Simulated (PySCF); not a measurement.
PySCF input (B3PW91/6-31G* (5d)):

```python
from pyscf import gto, dft

mol = gto.M(
    atom='''
    C     0.72403310    1.79239507   -0.03031994
    C     0.76031785    0.28052987   -0.04737150
    C    -0.63355368   -0.28316512   -0.01353096
    C    -0.67602212   -1.81383621   -0.02190892
    H     1.72840622    2.22793654    0.06033451
    H    -1.70143998   -2.20864986    0.01923879
    H     0.10939338    2.26461132    0.79621000
    H     0.29292530    2.20418998   -0.95768097
    H    -0.13284901   -2.21272884    0.84234972
    H    -0.17751014   -2.19660174   -0.91756637
    H     1.29730464   -0.06782599    0.85466338
    H    -1.20160135    0.07901021   -0.88680250
    H    -1.26328001    0.05451668    0.86804152
    ''',
    basis='6-31g*',
    charge=-1,
    spin=0,
    verbose=4,
)

mf = dft.RKS(mol, xc='b3pw91')
mf.grids.level = 3
mf.conv_tol = 1e-9
mf.max_cycle = 100
mf.max_memory = 1500
mf.kernel()
if not mf.converged:
    mf = mf.newton()
    mf.kernel(mf.make_rdm1())
mf.dip_moment()
```

From the last part of the output:

```
SCF conv_tol = 1e-09
SCF conv_tol_grad = None
SCF max_cycles = 100
direct_scf = True
direct_scf_tol = 1e-13
XC library pyscf.dft.libxc version 7.1.2
    S. Lehtola, C. Steigemann, M. J. T. Oliveira, and M. A. L. Marques,  SoftwareX 7, 1–5 (2018)
XC functionals = b3pw91
    A. D. Becke,  J. Chem. Phys. 98, 5648 (1993)
radial grids:
    Treutler-Ahlrichs [JCP 102, 346 (1995); DOI:10.1063/1.469408] (M4) radial grids

becke partition: Becke, JCP 88, 2547 (1988); DOI:10.1063/1.454033
pruning grids: <function nwchem_prune>
grids dens level: 3
symmetrized grids: False
atomic radii adjust function: <function treutler_atomic_radii_adjust>
small_rho_cutoff = 0
Set gradient conv threshold to 3.16228e-05
Initial guess from minao.
tot grids = 144744
init E= -157.709724397942
  HOMO = -0.207142842132432  LUMO = 0.0491135121411754  gap/eV = 6.97309
cycle= 1 E= -157.531326432565  delta_E= 0.178  |g|= 0.718  |ddm|= 2.98
  HOMO = 0.27812155913624  LUMO = 0.330439020024007  gap/eV = 1.42363
cycle= 2 E= -157.333369728135  delta_E= 0.198  |g|= 1.07  |ddm|= 5.15
  HOMO = 0.103650750286409  LUMO = 0.295591482888084  gap/eV = 5.22297
cycle= 3 E= -157.687560779385  delta_E= -0.354  |g|= 0.114  |ddm|= 4.25
  HOMO = 0.115732114718278  LUMO = 0.286547932839996  gap/eV = 4.64814
cycle= 4 E= -157.6905043749  delta_E= -0.00294  |g|= 0.0501  |ddm|= 0.242
  HOMO = 0.112351017873131  LUMO = 0.288755797461978  gap/eV = 4.80022
cycle= 5 E= -157.691158984695  delta_E= -0.000655  |g|= 0.00616  |ddm|= 0.072
  HOMO = 0.112169646582314  LUMO = 0.288951060943531  gap/eV = 4.81047
cycle= 6 E= -157.691169059693  delta_E= -1.01e-05  |g|= 0.00188  |ddm|= 0.0138
  HOMO = 0.112110784883208  LUMO = 0.289033334221959  gap/eV = 4.81431
cycle= 7 E= -157.691169940611  delta_E= -8.81e-07  |g|= 0.000676  |ddm|= 0.00432
  HOMO = 0.11209900940818  LUMO = 0.289008947757107  gap/eV = 4.81396
cycle= 8 E= -157.69117007254  delta_E= -1.32e-07  |g|= 9.59e-05  |ddm|= 0.00144
  HOMO = 0.112106474384087  LUMO = 0.289006821262282  gap/eV = 4.81370
cycle= 9 E= -157.69117007721  delta_E= -4.67e-09  |g|= 2.86e-05  |ddm|= 0.000642
  HOMO = 0.11211028639589  LUMO = 0.289006100308537  gap/eV = 4.81358
cycle= 10 E= -157.691170077468  delta_E= -2.58e-10  |g|= 1.44e-05  |ddm|= 0.000115
  HOMO = 0.112112213820962  LUMO = 0.289007567094428  gap/eV = 4.81357
Extra cycle  E= -157.69117007745  delta_E= 1.77e-11  |g|= 1.73e-05  |ddm|= 4.35e-05
converged SCF energy = -157.69117007745

WARN: System has nonzero charge -1; the dipole moment is origin-dependent.
Location of origin: [0. 0. 0.]

Dipole moment(X, Y, Z, Debye): -2.00602, -1.27187,  0.34466
```

The dipole moment of an ion depends on the origin.
